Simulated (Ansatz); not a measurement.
A calculation on rhombohedral A7 Bi returned elastic constant C11 61.3 GPa, elastic constant C44 5.92 GPa, Voigt–Reuss–Hill shear modulus 10.0 GPa.

For reference: elastic constant C11 69.3 GPa (measured, 4 K, zero-point motion not removed; as tabulated in Arnaud et al. (2016), arXiv:1602.08959); elastic constant C44 13.5 GPa (measured, 4 K, zero-point motion not removed; as tabulated in Arnaud et al. (2016), arXiv:1602.08959).

Which level of theory produced these numbers?
A. PBEsol (Ansatz, a quantum-chemistry and plane-wave program)
B. PBEsol+SOC (Ansatz)
C. PBE (Ansatz)
D. LDA (Ansatz)

B, PBEsol+SOC (Ansatz)

The others give: PBE 63.5 GPa, 7.67 GPa, 11.1 GPa; LDA 78.5 GPa, 12.2 GPa, 14.8 GPa; PBEsol 73.4 GPa, 11.1 GPa, 13.7 GPa.

Unless a cell is named, each level is at its own relaxed cell (LDA 33.50, PBE 36.92, PBEsol 34.43, PBEsol+SOC 35.51 Å³/atom).

Caveats: LDA has no dispersion term either, though it tends to give short spacings of layers, chains or molecules (LDA); the cell comes from a level without a dispersion term, which matters for the spacing of layers, chains or molecules (PBE, PBEsol, PBEsol+SOC). Ansatz's density-functional and Hartree–Fock values are scalar-relativistic unless marked +SOC, with PAW data made under PBE.
